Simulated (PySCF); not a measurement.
Gas-phase thermal properties of SiCl2F2

Computed with PySCF (xtb for GFN2) and rigid-rotor harmonic-oscillator thermochemistry at 1 bar. 6-31G* has spherical d functions here. All species are closed-shell singlets. B3LYP is the form with VWN-RPA correlation. The harmonic model lacks anharmonicity and excited electronic states, which grow with temperature; levels with a mode under 35 cm⁻¹ are left out.

```csv
level,point group,σ,ZPE (kJ/mol),S°298 (J/mol/K),Cp298 (J/mol/K),S°1000 (J/mol/K),H1000 − H298 (kJ/mol)
B3LYP/6-31G*,C2v,2,26.0,323.6,82.4,439.4,68.6
GFN2-xTB,C2v,2,22.6,334.6,86.0,452.9,69.8
HF/6-31G*,C2v,2,27.9,319.6,80.3,433.8,67.8
PBE/def2-SVP,C2v,2,25.1,326.1,83.4,442.6,69.0
PBE0/def2-TZVP,C2v,2,26.1,323.0,82.2,438.7,68.6
```
σ: rotational symmetry number. Electronic degeneracy used: 1. Frequencies are unscaled.
